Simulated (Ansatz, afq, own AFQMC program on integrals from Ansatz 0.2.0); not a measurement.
## Where AFQMC and coupled cluster stand for BSiH₂, doublet

```xyz
4

Si    0.0000    0.0000    0.8122
B     0.0000    0.0000   -1.6521
H     0.0000   -1.3130   -2.4556
H     0.0000    1.3130   -2.4556
```

Connectivity, by distances: Si ··· B ··· H2.

Basis cc-pVDZ. Noble-gas cores (and the filled d shells of Ga–Kr and In–Xe) are frozen. Integrals, coupled cluster, full CI and functionals: Ansatz 0.2.0; the random walks run on the same integrals in our own AFQMC program. The CISD trial takes its coefficients from CCSD amplitudes. Released means that phaseless walkers are propagated on without the constraint, phases kept. ± is one standard error of the sampling.

Determinant: ROHF, the one that the program's search chose, which needn't be the lowest solution. The geometry is a point of a scan.

No full CI on the walks' own integrals is used here; CCSDT(Q) serves as the reference and is uncertain by about the last step of the cluster series.

- T1 diagnostic: 0.0281
- weight of the determinant in the CISD state: 0.848
- size of the correlated space: 9 electrons in 36 orbitals

```
  level  correlation energy (eV)
    MP2                  -4.0891
   CCSD                  -5.2533
CCSD(T)                  -5.4368
```

(1) Estimate where phaseless AFQMC with a CISD trial lies against CCSD(T) on the same integrals.

(1) 1.06 ± 0.41 kcal/mol below CCSD(T).

Reference: CCSDT(Q), correlation energy -5.495 eV. The released energy is read at 2.40 1/Eh (meV from the phaseless value at times in 1/Eh: -4 ± 22 at 0.24, -4 ± 18 at 0.51, -23 ± 15 at 0.99, -11 ± 16 at 1.62, -1 ± 22 at 2.40).

```tsv
level	E − E(reference) (kcal/mol)	share of correlation (%)
CCSD(T)	1.34	98.94
CCSDT	0.21	99.84
ph-AFQMC/CISD	0.28 ± 0.41	99.78
released AFQMC	0.25 ± 0.50	99.80
```

A walk keeps the symmetry of its determinant, which the program's search chose and which needn't be the lowest solution, so a lower state of the same spin and another symmetry isn't excluded. Released energies are given only where the last usable release times agree within the noise; a slower fall can still hide under it.
